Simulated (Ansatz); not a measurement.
A nudged elastic band was laid between two geometries of CH7BO (10 atoms, charge 0, multiplicity 1).

These are results of RKS B3LYP-D4/def2-mTZVP in Ansatz 0.2.0, not measurements.

```yaml
movable_images: 8
climbing_image: no
spring: 5.0 eV/Å²
optimiser: quadratic models (default)
start_path: through a guess of the saddle point
force_threshold: 0.05 eV/Å
iteration_limit: 60
end_points: relaxed
```

Initial state:

```xyz
10
Properties=species:S:1:pos:R:3
B -1.079 0.443 -0.697
O 0.535 0.048 -0.485
C 0.849 -0.606 0.768
H -1.614 -0.631 -0.712
H -1.053 1.027 -1.747
H -1.337 1.127 0.262
H 1.042 0.870 -0.562
H 0.291 -1.537 0.765
H 0.531 0.014 1.606
H 1.919 -0.806 0.805
```

Final state:

```xyz
10
Properties=species:S:1:pos:R:3
B -1.047 0.613 -0.608
O 0.408 -0.211 -0.560
C 0.808 -0.677 0.753
H -1.839 -0.227 -0.280
H -1.097 0.955 -1.759
H -0.898 1.510 0.185
H 1.085 0.384 -0.916
H 1.771 -1.177 0.673
H 0.042 -1.379 1.064
H 0.851 0.159 1.450
```

**Question.** Which bonds break or form, and what moves?

**Answer.** No bond is made or broken. The dihedral B1–O2–C3–H10 goes from -179 to -56°. The two ends are copies of one structure, up to a mirror image or an exchange of like atoms.

**Question.** Give the energies along the band, and the barrier.

**Answer.** The forces met the threshold. The highest image is number 4 of 0 to 9, 0.072 eV above the ends, which have the same energy within 2 meV. No image climbed, so the highest image needn't sit at the top of the path.

| image | path coordinate (Å) | energy (eV) | dihedral B1–O2–C3–H10 (°) |
| --- | --- | --- | --- |
| 0 | 0.00 | 0.000 | -179 |
| 1 | 0.36 | 0.007 | -168 |
| 2 | 0.73 | 0.026 | -155 |
| 3 | 1.09 | 0.053 | -140 |
| 4 | 1.45 | 0.072 | -126 |
| 5 | 1.82 | 0.071 | -111 |
| 6 | 2.18 | 0.051 | -96 |
| 7 | 2.54 | 0.024 | -81 |
| 8 | 2.91 | 0.005 | -68 |
| 9 | 3.27 | 0.000 | -56 |

**Question.** What is the geometry of the highest image?

**Answer.** 
```xyz
10
Properties=species:S:1:pos:R:3
B -1.075 0.567 -0.641
O 0.462 -0.099 -0.530
C 0.825 -0.677 0.754
H -1.787 -0.375 -0.434
H -1.079 0.986 -1.767
H -1.082 1.411 0.220
H 1.096 0.587 -0.780
H 0.946 -1.748 0.615
H 0.023 -0.469 1.457
H 1.755 -0.235 1.109
```

The band took 7 iterations and of the order of 2.8 core-minutes.

Run time: 2.8 min on 1 thread of Arm Neoverse V1, on a shared host, peak memory 0.14 GiB.
